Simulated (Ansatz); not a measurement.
**UCCSD(T)/3-21G run of [NH3]+ (SMILES [NH3+])**

Aim: the energy change on altering one bond length of [NH3]+ at UCCSD(T)/3-21G, from 2 runs. 

The results are computed with Ansatz 0.2.0.

## 1. Starting point

[NH3]+: 4 atoms, total charge +1, spin state doublet. SMILES: `[NH3+]`. Geometry: relaxed at GFN2-xTB.

Bond lengths: N1–H2 1.028 Å, N1–H3 1.028 Å, N1–H4 1.028 Å. Angles: H2–N1–H3 120.0°, H2–N1–H4 120.0°, H3–N1–H4 120.0°.

## 2. The energy at UCCSD(T)/3-21G

in.yaml

```yaml
crystal:
  periodic: [false, false, false]
  atoms:
    - {symbol: N, position_ang: [0.000140, -0.000820, -0.000330]}
    - {symbol: H, position_ang: [0.510700, -0.238750, 0.859300]}
    - {symbol: H, position_ang: [-0.995460, -0.239520, -0.089810]}
    - {symbol: H, position_ang: [0.484620, 0.479080, -0.769160]}
basis:
  gaussian:
    orbitals: 3-21G.json
total_charge: 1
magnetization:
  spin_polarized: true
  initial_magnetization: 1
correlation:
  method: ccsd_t
  frozen_orbitals: {H: 0, "N": 1}
accuracy: high
scf:
  omitted_lower_state_checks: [cluster_reference, increment]
```

The basis set 3-21G is read from a file made from the Basis Set Exchange's data (not shown).

The run is started by

```console
ansatz run in.yaml --threads 1 --pin off --max-ram 2610MiB --events-out events.jsonl --progress --plain --runs-dir runs
```

What it wrote (excerpt; [...] marks lines left out):

```text
Warning: RAYON_NUM_THREADS=1 ignored (pool sized by the plan → 1); use --threads N
Functional definition: HF
  name "HF"
[...]
291 factors; integrals over basis functions are off by at most 4.4e-9 eV
[...]
mean field -1512.30278029 eV, -55.5761021001 hartree, gradient 2.8e-8 eV, S^2 0.760116; 0 other end points of the search recorded, 0 dependent functions left out
1 core orbitals not correlated: weight in the atoms' cores, before any rotation towards them, 1.000 or more for the frozen orbitals, at most 0.000 for the correlated occupied ones
reference -1512.30278029 eV, -55.5761021001 hartree; 4, 3 occupied and 10, 11 virtual orbitals, 291 factors
second order -2.38782752 eV of doubles, -0.00000000 eV of singles
cycle   1  -2.66425296 eV  change   -2.8e-1 eV  update   3.4e-2
[...]
cycle  18  -2.81703086 eV  change  -4.0e-11 eV  update  5.5e-11
perturbative correction -0.02918987 eV, -0.0010727081 hartree
Total energy: -1515.14900103 eV, -55.6806987830 hartree
Checks for a lower state left out: cluster_reference, increment
```

Wall time 0.16 s (1 thread of Arm Neoverse V1, shared host).

## 3. The distorted shape

in.yaml

```yaml
crystal:
  periodic: [false, false, false]
  atoms:
    - symbol: "N"
      position_ang: [-0.127513, 0.058669, -0.215260]
    - symbol: H
      position_ang: [0.510700, -0.238750, 0.859300]
    - symbol: H
      position_ang: [-1.123113, -0.180031, -0.304740]
    - symbol: H
      position_ang: [0.356967, 0.538569, -0.984090]
basis:
  gaussian: {orbitals: 3-21G.json}
total_charge: 1
magnetization: {spin_polarized: true, initial_magnetization: 1}
correlation: {method: ccsd_t, frozen_orbitals: {H: 0, "N": 1}}
accuracy: high
scf: {omitted_lower_state_checks: [cluster_reference, increment]}
```

The basis set 3-21G is read from a file made from the Basis Set Exchange's data (not shown).

The run is started by

```console
ansatz run in.yaml --threads 1 --pin off --max-ram 2610MiB --events-out events.jsonl --progress --plain --runs-dir runs
```

What it wrote (excerpt; [...] marks lines left out):

```text
Warning: RAYON_NUM_THREADS=1 ignored (pool sized by the plan → 1); use --threads N
Functional definition: HF
  name "HF"
[...]
290 factors; integrals over basis functions are off by at most 2.6e-9 eV
[...]
mean field -1511.38926212 eV, -55.5425309266 hartree, gradient 2.9e-8 eV, S^2 0.770189; 0 other end points of the search recorded, 0 dependent functions left out
1 core orbitals not correlated: weight in the atoms' cores, before any rotation towards them, 1.000 or more for the frozen orbitals, at most 0.000 for the correlated occupied ones
reference -1511.38926212 eV, -55.5425309266 hartree; 4, 3 occupied and 10, 11 virtual orbitals, 290 factors
second order -2.50064236 eV of doubles, -0.00000000 eV of singles
cycle   1  -2.78208569 eV  change   -2.8e-1 eV  update   4.1e-2
[...]
cycle  20  -2.98259919 eV  change   3.9e-10 eV  update  3.0e-10
perturbative correction -0.03843161 eV, -0.0014123357 hartree
Total energy: -1514.41029292 eV, -55.6535517607 hartree
Checks for a lower state left out: cluster_reference, increment
```

Wall time 0.16 s (1 thread of Arm Neoverse V1, shared host).

## 4. Results

Level: UCCSD(T)/3-21G, 1 core orbital frozen.

```
                                                         quantity         value
                                        first shape: total energy  -55.68070 Eh
          first shape: correlation energy (1 core orbital frozen)    -104.6 mEh
                                      first shape: (T) correction     -1.07 mEh
                   first shape: ⟨S²⟩ of the reference determinant         0.760
                                       first shape: T1 diagnostic         0.007
                                    distorted shape: total energy  -55.65355 Eh
      distorted shape: correlation energy (1 core orbital frozen)    -111.0 mEh
                                  distorted shape: (T) correction     -1.41 mEh
               distorted shape: ⟨S²⟩ of the reference determinant         0.770
                                   distorted shape: T1 diagnostic         0.012
energy change with the N1–H2 bond stretched from 1.028 to 1.285 Å      0.739 eV
```

**Reading.** With the N1–H2 bond stretched from 1.028 to 1.285 Å the energy rises by 0.74 eV (71.3 kJ/mol). The first shape isn't relaxed at this level, so the change isn't measured from a minimum. The triples (first shape) make up 1.0 % of the correlation energy. The triples (distorted shape) make up 1.3 % of the correlation energy.
